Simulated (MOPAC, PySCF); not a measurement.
System: C2HF3N (charge +1, singlet). SMILES: [NH+]#CC(F)(F)F
Geometry: optimised at B3LYP-D3(BJ)/def2-TZVP (Ansatz).

Unscaled harmonic wavenumbers (cm⁻¹) in rising order, each level at the stationary point that it reaches from this structure (no distance between atoms moves by over 0.3 Å); the order of modes can differ between levels, and a negative number is imaginary. B3LYP-D3(BJ)/def2-TZVP (PySCF, at the structure above): 170, 170, 450, 463, 463, 618, 618, 667, 667, 797, 1083, 1280, 1280, 2389, 3602.

AM1 (MOPAC): 203, 203, 408, 408, 505, 642, 642, 795, 795, 797, 1203, 1523, 1523, 2502, 3342. Zero-point energy 22.1 against 21.0 kcal/mol; where all levels lie over 400 cm⁻¹, the wavenumbers are on average 1.092 times those of B3LYP-D3(BJ)/def2-TZVP.

PM3 (MOPAC): 210, 210, 429, 429, 492, 627, 627, 793, 845, 845, 1291, 1590, 1590, 2381, 3463. Zero-point energy 22.6 against 21.0 kcal/mol; where all levels lie over 400 cm⁻¹, the wavenumbers are on average 1.113 times those of B3LYP-D3(BJ)/def2-TZVP.

PM6 (MOPAC): 190, 190, 406, 406, 447, 579, 579, 800, 810, 810, 1127, 1373, 1373, 2270, 2685. Zero-point energy 20.1 against 21.0 kcal/mol; where all levels lie over 400 cm⁻¹, the wavenumbers are on average 1.014 times those of B3LYP-D3(BJ)/def2-TZVP.

PM7 (MOPAC): 197, 197, 389, 389, 463, 593, 593, 771, 856, 856, 1211, 1548, 1548, 2346, 2712. Zero-point energy 21.0 against 21.0 kcal/mol; where all levels lie over 400 cm⁻¹, the wavenumbers are on average 1.064 times those of B3LYP-D3(BJ)/def2-TZVP.
